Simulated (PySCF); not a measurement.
## Core binding energy against partial charge

Methacrolein, C4H6O.
Cartesian coordinates in Å at the PBE0-D3(BJ)/def2-SVP level; atoms count from 1:
```
atom  x, y, z in Å
C1    -0.1385    1.2139   -0.8548
C2     0.0487    0.1169   -0.1065
C3    -0.9807   -0.5275    0.7617
C4     1.3879   -0.5168   -0.1332
O5     1.6801   -1.4980    0.5030
H6    -1.0965    1.7398   -0.8849
H7     0.6758    1.6185   -1.4646
H8    -1.1691   -1.5603    0.4291
H9    -1.9274    0.0288    0.7543
H10   -0.6134   -0.6040    1.7967
H11    2.1331   -0.0112   -0.8011
```

Binding energies: delta-SCF UKS SCAN, pcX-2 on the ionised atom, pcseg-1 elsewhere, spin-free X2C (PySCF). Charges: PBE0/pcSseg-1 ground-state density, for the ionised atom.

```json
{"atom": "C1", "environment": "terminal =CH2 carbon", "C 1s (eV)": "290.82", "Mulliken (e)": "-0.046", "IAO (e)": "-0.277", "Hirshfeld (e)": "-0.072", "ESP (e)": "-0.615"}
{"atom": "C3", "environment": "allylic carbon", "C 1s (eV)": "291.07", "Mulliken (e)": "-0.153", "IAO (e)": "-0.420", "Hirshfeld (e)": "-0.116", "ESP (e)": "-0.550"}
{"atom": "C2", "environment": "fully substituted alkene carbon", "C 1s (eV)": "291.23", "Mulliken (e)": "-0.486", "IAO (e)": "-0.025", "Hirshfeld (e)": "+0.001", "ESP (e)": "+0.278"}
{"atom": "C4", "environment": "aldehyde carbon", "C 1s (eV)": "293.28", "Mulliken (e)": "+0.322", "IAO (e)": "+0.249", "Hirshfeld (e)": "+0.118", "ESP (e)": "+0.343"}
```

Problem. How well does each charge scheme correlate with the binding energies over these sites?

Solution. Hirshfeld: r = 0.91, slope 10.0 eV per e; IAO: r = 0.86, slope 3.3 eV per e; Mulliken: r = 0.74, slope 2.5 eV per e; ESP: r = 0.71, slope 1.5 eV per e. Hirshfeld charges have the highest r, on only 4 points.

Problem. The point-charge model writes a binding energy as kq + V + constant, with V the potential of the other atoms' charges at the site. What does it give with the IAO charges?

Solution. V = Σ 14.40 eV Å × q/r over all other atoms: +3.98 eV at C1, +5.53 eV at C3, -1.18 eV at C2, -4.06 eV at C4. Fitting binding energy − V to q gives k = 18.3 eV per e and leaves an rms residual of 0.48 eV, against 0.49 eV for the fit on q alone. The model has no term for differences in relaxation between sites.

One conformer (not necessarily the lowest) at the PBE0-D3(BJ)/def2-SVP geometry, without solvent, vibrations or thermal averaging.
